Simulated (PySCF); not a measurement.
Mapped SMILES: `[BH2:1][NH:2][SiH3:3]`; H(Xn) means a hydrogen on atom n.

- structure optimised with PBE0-D3(BJ)/def2-SVP
- shielding tensors at PBE0/pcSseg-1 (GIAO)
- code: PySCF
- one conformer, relativity neglected, isolated molecule, fast rotation and ring inversion assumed for equivalent nuclei

Referencing at the same level of theory: 1H, 29Si against TMS; 11B vs BF3·OEt2; NH3 for 15N.

```tsv
atoms	nucleus	count	δ (ppm)
Si3	29Si	1	?
B1	11B	1	45.1
H(Si3)	1H	3	4.79
N2	15N	1	121.9
H(B1)	1H	2	?
H(N2)	1H	1	4.25
```

Question: Fill in the missing shifts.

Answer: 
- H(B1): 5.17 ppm, hydrogen on a boron bonded to N
- Si3: -40.3 ppm, silicon bonded to N, 3 H

OH and NH positions are those of a molecule without intermolecular hydrogen bonds; in solution they move with solvent, concentration and temperature, and exchange usually removes their couplings. Hydrogens on boron are broadened and split by 11B (spin 3/2, 80 %) and 10B (spin 3). Experimental scales use liquid or dissolved standards, which lie at an offset from isolated NH3 (liquid NH3: subtract about 20 ppm).
